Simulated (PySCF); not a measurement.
**Functional benchmark on one molecule**

Molecule: `InChI=1S/C5H8/c1-3-5-4-2/h3-4H,1-2,5H2`.

Cartesian coordinates in Å; atom numbers follow the order of the lines, from 1:
```xyz
13

C     2.313    0.162    0.490
C     1.171    0.448   -0.137
C     0.064   -0.529   -0.409
C    -1.203   -0.156    0.305
C    -2.354    0.166   -0.288
H     2.530   -0.849    0.848
H     3.075    0.926    0.665
H     0.988    1.476   -0.475
H    -0.134   -0.576   -1.494
H     0.386   -1.536   -0.093
H    -1.141   -0.136    1.400
H    -2.455    0.166   -1.378
H    -3.239    0.438    0.293
```

Geometry PBE0-D3(BJ)/def2-SVP throughout; GIAO in PySCF 2.14, gas phase, one conformer, non-relativistic; equivalent atoms averaged; basis pcSseg-2.

Reference values (measured; solution, not stated per compound (mostly CDCl3 or CCl4); Pretsch, Buehlmann, Badertscher, Structure Determination of Organic Compounds, 4th ed. (2009)): δ(H8/H11) = 5.71 ppm. Computed shifts are taken against TMS, calculated as an isolated molecule at each level.

How do the functionals HF, LDA, PBE, BLYP, BP86, OPBE, KT2, KT3, B97-D, B3LYP, PBE0, mPW1PW91, WP04, B97-2, BHandHLYP, CAM-B3LYP, wB97X-D, LC-wPBE perform against the reference? Times are CPU seconds on shared hosts with different chips, so compare them loosely; the GGAs took longer than the global hybrids here, which isn't the general rule, and the cause wasn't traced.

## Answers


| functional | kind | H8/H11 | abs. error H | core-s |
| --- | --- | --- | --- | --- |
| HF | Hartree–Fock | 5.87 | 0.16 | 18 |
| LDA | LDA | 6.10 | 0.39 | 45 |
| PBE | GGA | 5.99 | 0.28 | 55 |
| BLYP | GGA | 5.91 | 0.20 | 63 |
| BP86 | GGA | 5.95 | 0.24 | 63 |
| OPBE | GGA | 6.02 | 0.31 | 62 |
| KT2 | GGA | 5.79 | 0.08 | 66 |
| KT3 | GGA | 5.79 | 0.08 | 72 |
| B97-D | GGA | 5.89 | 0.18 | 70 |
| B3LYP | global hybrid | 5.91 | 0.20 | 45 |
| PBE0 | global hybrid | 5.98 | 0.27 | 40 |
| mPW1PW91 | global hybrid | 5.96 | 0.25 | 40 |
| WP04 | global hybrid | 5.62 | 0.09 | 36 |
| B97-2 | global hybrid | 5.92 | 0.21 | 34 |
| BHandHLYP | global hybrid | 5.90 | 0.19 | 34 |
| CAM-B3LYP | range-separated hybrid | 5.97 | 0.26 | 47 |
| wB97X-D | range-separated hybrid | 5.97 | 0.26 | 61 |
| LC-wPBE | range-separated hybrid | 6.05 | 0.34 | 53 |

For 1H the closest is KT2 (0.08 ppm, with KT3, WP04 practically level) and the furthest LDA (0.39 ppm). One molecule is a small sample, and vibrational and solvent effects are absent from the calculation.
